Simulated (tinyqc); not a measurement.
CIS on RHF in the sto-3g basis, for H2O, spin multiplicity 1, step by step. One step of it, computed by the program tinyqc.

Problem. CIS matrix, singlets. A(ia,jb) = (e_a - e_i) d_ij d_ab + 2 (ia|jb) - (ij|ab).

orbital energies (hartree): MO1 -20.240397, MO2 -1.221980, MO3 -0.586199, MO4 -0.423643, MO5 -0.380814, MO6 0.509648, MO7 0.672541

Two-electron integrals over orbitals (pq|rs), unique and non-zero (hartree):
```
p,q,r,s,(pq|rs)
1,1,1,1,4.745696
2,1,1,1,-0.423815
2,1,2,1,0.059894
2,2,1,1,1.011912
2,2,2,1,-0.014462
2,2,2,2,0.721376
3,1,3,1,0.010365
3,2,3,1,0.016823
3,2,3,2,0.137510
3,3,1,1,0.770009
3,3,2,1,-0.004491
3,3,2,2,0.623316
3,3,3,3,0.606679
4,1,1,1,0.166555
4,1,2,1,-0.021293
4,1,2,2,0.013364
4,1,3,3,0.005622
4,1,4,1,0.025915
4,2,1,1,-0.134830
4,2,2,1,0.008236
4,2,2,2,-0.012557
4,2,3,3,0.005514
4,2,4,1,0.019918
4,2,4,2,0.129143
4,3,3,1,-0.002506
4,3,3,2,0.026353
4,3,4,3,0.050002
4,4,1,1,0.978496
4,4,2,1,-0.012313
4,4,2,2,0.674810
4,4,3,3,0.579539
4,4,4,1,-0.010438
4,4,4,2,-0.102262
4,4,4,4,0.751313
5,1,5,1,0.026003
5,2,5,1,0.032919
5,2,5,2,0.147897
5,3,5,3,0.026980
5,4,5,1,-0.012092
5,4,5,2,-0.043605
5,4,5,4,0.051427
5,5,1,1,1.115347
5,5,2,1,-0.011960
5,5,2,2,0.750634
5,5,3,3,0.609494
5,5,4,1,0.004642
5,5,4,2,-0.072667
5,5,4,4,0.715492
5,5,5,5,0.880159
6,1,1,1,-0.221708
6,1,2,1,0.033266
6,1,2,2,-0.002534
6,1,3,3,0.000042
6,1,4,1,0.001210
6,1,4,2,0.020059
6,1,4,4,-0.016887
6,1,5,5,-0.005941
6,1,6,1,0.027768
6,2,1,1,0.287413
6,2,2,1,-0.006731
6,2,2,2,0.135376
6,2,3,3,0.066183
6,2,4,1,0.018190
6,2,4,2,0.027032
6,2,4,4,0.079975
6,2,5,5,0.150493
6,2,6,1,0.007207
6,2,6,2,0.096560
6,3,3,1,0.002484
6,3,3,2,-0.044659
6,3,4,3,-0.035175
6,3,6,3,0.079272
6,4,1,1,0.239109
6,4,2,1,-0.002673
6,4,2,2,0.110725
6,4,3,3,0.043742
6,4,4,1,0.002918
6,4,4,2,-0.032177
6,4,4,4,0.125684
6,4,5,5,0.130016
6,4,6,1,-0.000083
6,4,6,2,0.063689
6,4,6,4,0.078554
6,5,5,1,0.014729
6,5,5,2,0.056414
6,5,5,4,0.001981
6,5,6,5,0.036196
6,6,1,1,0.772139
6,6,2,1,-0.007103
6,6,2,2,0.592664
6,6,3,3,0.554187
6,6,4,1,0.019284
6,6,4,2,0.055182
6,6,4,4,0.540183
6,6,5,5,0.574273
6,6,6,1,0.007927
6,6,6,2,0.088648
6,6,6,4,0.046649
6,6,6,6,0.580691
7,1,3,1,0.014765
7,1,3,2,0.022634
7,1,4,3,-0.003676
7,1,6,3,0.003033
7,1,7,1,0.021077
7,2,3,1,0.014435
7,2,3,2,0.049786
7,2,4,3,-0.029817
7,2,6,3,0.031832
7,2,7,1,0.019539
7,2,7,2,0.066174
7,3,1,1,0.369089
7,3,2,1,-0.007136
7,3,2,2,0.156408
7,3,3,3,0.089577
7,3,4,1,-0.000365
7,3,4,2,-0.072438
7,3,4,4,0.157191
7,3,5,5,0.198430
7,3,6,1,-0.006009
7,3,6,2,0.074152
7,3,6,4,0.086384
7,3,6,6,0.040196
7,3,7,3,0.153867
7,4,3,1,-0.008418
7,4,3,2,-0.072329
7,4,4,3,-0.004747
7,4,6,3,0.051038
7,4,7,1,-0.011907
7,4,7,2,-0.017820
7,4,7,4,0.067044
7,5,5,3,0.023961
7,5,7,5,0.025434
7,6,3,1,0.008560
7,6,3,2,0.095311
7,6,4,3,0.055759
7,6,6,3,-0.071918
7,6,7,1,0.011792
7,6,7,2,-0.004088
7,6,7,4,-0.058140
7,6,7,6,0.117644
7,7,1,1,0.864745
7,7,2,1,-0.009513
7,7,2,2,0.617874
7,7,3,3,0.594099
7,7,4,1,0.003669
7,7,4,2,-0.019601
7,7,4,4,0.598158
7,7,5,5,0.621508
7,7,6,1,-0.004828
7,7,6,2,0.066090
7,7,6,4,0.048206
7,7,6,6,0.553598
7,7,7,3,0.101907
7,7,7,7,0.610763
```

Give: CIS matrix A, singlet.

Solution.

CIS matrix A, singlet (hartree), lower triangle:
```
,1>6,1>7,2>6,2>7,3>6,3>7,4>6,4>7,5>6,5>7
1>6,20.033
1>7,0.000,20.090
2>6,0.022,0.000,1.332
2>7,0.000,0.049,0.000,1.409
3>6,0.000,-0.002,0.000,-0.032,0.700
3>7,-0.021,0.000,0.053,0.000,0.000,0.972
4>6,-0.019,0.000,0.072,0.000,0.000,0.117,0.550
4>7,0.000,-0.027,0.000,-0.016,0.046,0.000,0.000,0.632
5>6,0.000,0.000,0.000,0.000,0.000,0.000,0.000,0.000,0.389
5>7,0.000,0.000,0.000,0.000,0.000,0.000,0.000,0.000,0.000,0.483
```
